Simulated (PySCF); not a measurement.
Simulated C 1s region for `CC(C)(C)Cl`, binding energy against the vacuum level.

Every computed line was given a Gaussian of 0.7 eV full width at half maximum and an area set by the number of equivalent atoms; the highest printed point is 100. The calculation used delta-SCF UKS SCAN, pcX-2 on the ionised atom, pcseg-1 elsewhere, spin-free X2C in PySCF.

binding energy (eV), intensity and a bar:
```
    289.9          0 
    290.0          1 
    290.1          3 #
    290.2          7 ##
    290.3         15 ####
    290.4         27 ########
    290.5         44 #############
    290.6         64 ###################
    290.7         83 #########################
    290.8         96 #############################
    290.9        100 ##############################
    291.0         93 ############################
    291.1         77 #######################
    291.2         57 #################
    291.3         38 ###########
    291.4         23 #######
    291.5         13 ####
    291.6          8 ##
    291.7          7 ##
    291.8         10 ###
    291.9         15 ####
    292.0         21 ######
    292.1         28 ########
    292.2         32 ##########
    292.3         33 ##########
    292.4         31 #########
    292.5         25 ########
    292.6         19 ######
    292.7         12 ####
    292.8          7 ##
    292.9          4 #
    293.0          2 #
    293.1          1 
    293.2          0 
    293.3          0
```

**Question.** How many maxima does the curve show, and how many computed lines lie under it?

**Answer.** The curve has 2 maxima (at 290.9 and 292.3 eV). Under it lie 2 lines from 2 inequivalent carbon sites.

**Question.** Decompose the envelope and assign each component. Numbering: `[CH3:1][C:2]([CH3:3])([CH3:4])[Cl:5]`.

**Answer.** 
| position (eV) | relative area | line | atoms | environment |
| --- | --- | --- | --- | --- |
| 290.88 | 3 | C 1s | C1/C3/C4 | methyl carbon |
| 292.28 | 1 | C 1s | C2 | sp3 C–Cl carbon |

**Question.** What are the centre and the root-mean-square width of the whole band?

**Answer.** The area-weighted mean of the lines is 291.23 eV. Their own spread about it is 0.61 eV (rms) and each Gaussian has σ = 0.7/2.355 = 0.30 eV; the variances add, which gives 0.67 eV.

The listed C 1s values span 1.40 eV, from C1/C3/C4 (bonded to C and 3 H) to C2 (bonded to Cl and 3 C).

The curve has no shake-up lines and no vibrational structure. The first atom of each set that the bonding makes equivalent was ionised and stands for the set. Geometry: PBE0-D3(BJ)/def2-SVP; no solvent, vibrations or thermal averaging.

Hardware: one thread of an Arm Neoverse V2 (shared host). Cost: 22 s wall.
